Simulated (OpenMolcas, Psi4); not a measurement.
A ladder of methods for ClF (SMILES FCl)

ClF has 2 atoms, charge 0, and is taken as a singlet. As SMILES, `FCl`. The shape is that of a PBE0-D4/def2-TZVP optimisation.

```xyz
2

F     0.0000    0.0000    0.0313
Cl    0.0000    0.0000    1.6510
```

Each level gives the dipole moment (D). The values are calculated.

Measured value to compare with: NIST CCCBDB gives the dipole moment of the gas as 0.88 D.

```tsv
level	kind	program	value (D)	computed − measured	CPU time
SVWN5/cc-pVTZ	LDA	Psi4	0.83	-0.05	11 s
BLYP/cc-pVTZ	GGA	OpenMolcas	0.82	-0.06	6.4 s
revPBE/cc-pVTZ	GGA	OpenMolcas	0.75	-0.13	6.5 s
r2SCAN/cc-pVTZ	meta-GGA	Psi4	0.79	-0.09	17 s
BHLYP/cc-pVTZ	global hybrid	OpenMolcas	1.03	+0.15	6.2 s
PBE0/cc-pVTZ	global hybrid	OpenMolcas	0.88	0.00	6.6 s
CAM-B3LYP/cc-pVTZ	range-separated hybrid	Psi4	0.96	+0.08	20 s
wB97X-V/cc-pVTZ	range-separated hybrid	Psi4	0.92	+0.04	18 s
```

Nearest: PBE0/cc-pVTZ (0.00 D); farthest: BHLYP/cc-pVTZ (+0.15 D). The measured dipole is a vibrational average, so differences of a few hundredths of a debye mean little. Computed less measured by kind, in D (of the ab initio rows, those in cc-pVTZ): LDA -0.05; GGA -0.13 to -0.06; meta-GGA -0.09; global hybrid +0.00 to +0.15; range-separated hybrid +0.04 to +0.08. Magnitudes only. Times are those of the runs behind each value, whatever else they computed, on shared processors of several kinds: orders of magnitude only.
